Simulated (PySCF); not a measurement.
Gas-phase reaction: 2 SiOCl2 + 2 SiF3 + 2 Cl → 3 SiCl2F2 + SiO2

Method: PySCF energies plus ideal-gas RRHO corrections (1 bar). † marks an energy on the PBE0/def2-TZVP geometry and frequencies; other levels use their own. CCSD(T) freezes the core. 6-31G* has spherical d functions here. Open shells (unrestricted): SiF3 (multiplicity 2), Cl (multiplicity 2); the rest are closed-shell singlets. Spin-orbit splitting is ignored; it lowers the true energy and changes the entropy of Cl. B3LYP is the form with VWN-RPA correlation. SiOCl2: computed as isolated molecules; such fragments, hydroxides, amides, oligomers or adducts are transient or little studied in the gas. CCSD(T) isn't extrapolated to the basis-set limit. Warning, large T1 diagnostic: SiO2 (CCSD(T)/def2-SVP†, CCSD(T)/def2-TZVPP†).

```csv
level,"ΔH°(298 K), kJ"
B3LYP/def2-TZVP†,-938
CCSD(T)/def2-SVP†,?
CCSD(T)/def2-TZVPP†,-986
HF/6-31G*,?
PBE0/def2-QZVP†,?
ωB97M-V/def2-TZVP†,-1031
```

Complete the blanks.


- CCSD(T)/def2-SVP†, ΔH°(298 K), kJ: -953
- HF/6-31G*, ΔH°(298 K), kJ: -771
- PBE0/def2-QZVP†, ΔH°(298 K), kJ: -968
